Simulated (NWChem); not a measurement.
Molecule: thiophene (C₄H₄S); SMILES c1ccsc1

Results from NWChem. Pople sets run with spherical d functions. Each level has its own optimisation. Entropies are gas-phase, rigid-rotor, harmonic values for NWChem's default masses at 298.15 K and 1 bar, so the errors hold that model's part too (torsions, anharmonicity).

Measured entropy at 1 bar: 66.6 cal/(mol K) (CRC Handbook, as tabulated in the package chemicals).

### Question
Which of these levels lies farthest from the measured value, and how do the others fare: Hartree-Fock/3-21G; LDA (Slater exchange, VWN5)/def2-SVP; Hartree-Fock/6-31G*; B3LYP/6-31G*; PBE0/def2-SVP; Hartree-Fock/STO-3G; PBE/def2-SVP; BLYP/def2-SVP?

### Answer
Hartree-Fock/STO-3G.
| level | entropy at 1 bar (cal/(mol K)) | computed − measured |
|---|---|---|
| Hartree-Fock/STO-3G | 65.2 | -1.4 |
| Hartree-Fock/3-21G | 65.9 | -0.7 |
| Hartree-Fock/6-31G* | 65.7 | -0.9 |
| B3LYP/6-31G* | 66.5 | -0.1 |
| LDA (Slater exchange, VWN5)/def2-SVP | 66.6 | 0.0 |
| PBE/def2-SVP | 66.8 | +0.2 |
| BLYP/def2-SVP | 66.9 | +0.3 |
| PBE0/def2-SVP | 66.3 | -0.3 |
